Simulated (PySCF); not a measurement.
**Level of theory and gas-phase deprotonation enthalpies: furan**

Structure: `c1ccoc1` (C4H4O). Coordinates in Å; atoms count from 1 in this order:
```
C     0.3891    0.9237   -0.2424
C    -0.9240    0.3534   -0.2755
C    -0.7847   -0.9284    0.1663
O     0.5058   -1.1837    0.4649
C     1.2116   -0.0612    0.2167
H     0.6823    1.9334   -0.5224
H    -1.8496    0.8334   -0.5864
H    -1.4847   -1.7465    0.3162
H     2.2799   -0.1111    0.4115
```

All levels share the PBE0-D3(BJ)/ma-def2-SVP structures and the PBE0-D3(BJ)/ma-def2-SVP thermal terms; only the single-point energies (PySCF) change. Values are gas-phase deprotonation enthalpies (298 K, kJ/mol).

At LDA/ma-def2-TZVP (grid 2, guess atom):
```jsonl
{"quantity": "C3", "value": "1602"}
{"quantity": "C1", "value": "1619"}
```

Problem. What does ωB97X-D3(BJ)/ma-def2-TZVP give?

Solution. C3: 1647 (change 46); C1: 1670 (change 51).

Note: the order of C3 and C1 is undecided: the gaps lie inside the method's error (some 20 kJ/mol, one structure a species).

Differences come from unrounded values, so a last digit can differ from that of the printed terms.
